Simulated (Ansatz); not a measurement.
**Structure relaxation of Si₃Sb**

Method: Ansatz, DFT PBE, scalar-relativistic, plane waves, PAW. Cutoff 420 eV, Γ-centred k mesh, Gaussian smearing, no spin polarisation in the final step.

Si₃Sb was placed on the TiAl3 (D0_22) structure type (I4/mmm, No. 139), with Sb in place of Ti, Si in place of Al, at a guessed volume.

```
Si Sb
1.0
    -2.01264    2.01264    4.49577
     2.01264   -2.01264    4.49577
     2.01264    2.01264   -4.49577
Si Sb
3 1
Direct
  0.50000 0.50000 0.00000
  0.25000 0.75000 0.50000
  0.75000 0.25000 0.50000
  0.00000 0.00000 0.00000
```

Cell and atoms relax at zero pressure; the relaxation can't lower the symmetry of the start.

The zero of energy is the elements' standard structures at the same level; no fitted shifts are applied.

What does it relax into?

It keeps I4/mmm (No. 139). The result has the TiAl3 (D0_22) structure. Conventional cell: a = 3.905 Å, c = 9.883 Å. Si on Wyckoff site b (1 atom of the primitive cell) has 4 Sb at 2.76 Å and 8 Si at 3.15 Å; Si on Wyckoff site d (2 atoms of the primitive cell) is coordinated by 4 Si at 2.76 Å, 4 Sb at 3.15 Å and 4 Si at 3.15 Å; Sb is coordinated by 4 Si at 2.76 Å and 8 Si at 3.15 Å.

```
Si Sb
1.0
    -1.95229    1.95229    4.94171
     1.95229   -1.95229    4.94171
     1.95229    1.95229   -4.94171
Si Sb
3 1
Direct
  0.50000 0.50000 0.00000
  0.25000 0.75000 0.50000
  0.75000 0.25000 0.50000
  0.00000 0.00000 0.00000
```

What are its volume, energy, density and gap?

The volume per atom is 18.84 Å³ and the density is 4.54 g/cm³. The energy over the elements is 0.66 eV/atom. The gap on the 16×16×16 mesh is 0 eV (a metal).

The final run used a 16×16×16 mesh on its 4-atom cell and 0.10 eV smearing. The k mesh leaves about 4 meV/atom of noise in metals. Spin–orbit coupling is left out. A structure relaxed within its symmetry needn't be a true minimum.

Cost: 2 runs of about 2.8 core-minutes in all, on AMD EPYC 7R43 (Zen 3) (shared hosts).